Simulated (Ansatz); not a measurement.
hcp Tl was calculated with LDA (Ansatz, a quantum-chemistry and plane-wave program, plane waves, PAW).

Settings: plane-wave cutoff 500 eV, 5×5×5 k mesh, Fermi–Dirac smearing 0.1 eV, cell of 36 sites, scalar-relativistic PAW data made under PBE.

Q: Give the computed vacancy formation energy and vacancy formation energy before relaxation.

A: 
vacancy formation energy: 0.59 eV
vacancy formation energy before relaxation: 0.62 eV

Note: energies are extrapolated to zero smearing, and mesh and cell size move such values by some hundredths of an eV or more.

Spin–orbit coupling is not included; it can shift volumes and moduli of such heavy elements.

The computed numbers hold no vibrational or temperature effects.

The result took very roughly 15 core-minutes.
